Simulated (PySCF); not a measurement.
Simulated C 1s region for `COCCCl` (2-chloroethyl methyl ether), binding energy against the vacuum level.

Every computed line was given a Gaussian of 0.8 eV full width at half maximum and an area set by the number of equivalent atoms; the highest printed point is 100. Method: delta-SCF UKS SCAN, pcX-2 on the ionised atom, pcseg-1 elsewhere, spin-free X2C in PySCF 2.14.0.

binding energy (eV), intensity and a bar:
```
    291.2          0 
    291.3          0 
    291.4          1 
    291.5          2 #
    291.6          5 #
    291.7          9 ###
    291.8         16 #####
    291.9         27 ########
    292.0         41 ############
    292.1         58 #################
    292.2         75 #######################
    292.3         90 ###########################
    292.4         99 ##############################
    292.5        100 ##############################
    292.6         93 ############################
    292.7         80 ########################
    292.8         63 ###################
    292.9         45 ##############
    293.0         30 #########
    293.1         18 #####
    293.2         10 ###
    293.3          5 ##
    293.4          3 #
    293.5          1 
    293.6          0 
    293.7          0
```

Problem. Count the maxima, the lines and the sites behind this envelope.

Solution. The curve has 1 maximum (at 292.5 eV). Under it lie 3 lines from 3 inequivalent carbon sites. At this width some lines have no maximum of their own.

Problem. Decompose the envelope and assign each component. Numbering: `[CH3:1][O:2][CH2:3][CH2:4][Cl:5]`.

Solution. 
```csv
position (eV),relative area,line,atoms,environment
292.37,1,C 1s,C4,sp3 C–Cl carbon
292.49,1,C 1s,C1,methoxy carbon
292.52,1,C 1s,C3,sp3 carbon bound to oxygen
```

The 3 C 1s values lie within 0.15 eV of each other; Gaussian lines of 0.5 eV full width would blend them into one maximum.

Shake-up satellites, vibrational structure and lifetime widths aren't simulated. Geometry: PBE0-D3(BJ)/def2-SVP, one conformer, isolated molecule.

Time: 50 s of wall time. Hardware: an Arm Neoverse V1 with one thread, shared host.

The values belong to the conformer `[CH3:1][O:2][CH2:3][CH2:4][Cl:5]`: C1–O2–C3–C4 180°, O2–C3–C4–Cl5 -179°.
